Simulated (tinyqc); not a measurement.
Inside a calculation. Method: harmonic frequencies on the RHF/sto-3g surface (energies and gradients from PySCF), for LiH, spin multiplicity 1. One step of it, computed by the program tinyqc.

Question. Normal modes. Diagonalise H_ij / sqrt(m_i m_j); the 5 smallest eigenvalues belong to translations and rotations; wavenumber = sqrt(eigenvalue / 1822.888) x 219474.63; each mode has its largest component positive (the first on a tie); zero-point energy = sum of wavenumbers / 2, with 349.755 1/cm per kcal/mol. A mass of 2.014 u marks deuterium.

Hessian (symmetrised) (hartree/bohr^2):
```
             1Lix         1Liy         1Liz          2Hx          2Hy          2Hz
1Lix   0.00000025   0.00000000   0.00000000  -0.00000025   0.00000000   0.00000000
1Liy   0.00000000   0.00000025   0.00000000   0.00000000  -0.00000025   0.00000000
1Liz   0.00000000   0.00000000   0.11621713   0.00000000   0.00000000  -0.11621713
2Hx   -0.00000025   0.00000000   0.00000000   0.00000025   0.00000000   0.00000000
2Hy    0.00000000  -0.00000025   0.00000000   0.00000000   0.00000025   0.00000000
2Hz    0.00000000   0.00000000  -0.11621713   0.00000000   0.00000000   0.11621713
```

masses (u): 1Li 7.016004, 2H 2.014102

Give: eigenvalues of the mass-weighted Hessian; harmonic wavenumbers of the vibrations; mass-weighted modes; zero-point energy.

Answer.

eigenvalues of the mass-weighted Hessian (hartree/(bohr^2 u)): 0.0000  0.0000  0.0000  0.0000  0.0000  0.0743

harmonic wavenumbers of the vibrations (1/cm): 1400.9

mass-weighted modes:
```
       mode 1
1Lix   0.0000
1Liy   0.0000
1Liz  -0.4723
2Hx    0.0000
2Hy    0.0000
2Hz    0.8815
```

zero-point energy = 2.0027 kcal/mol
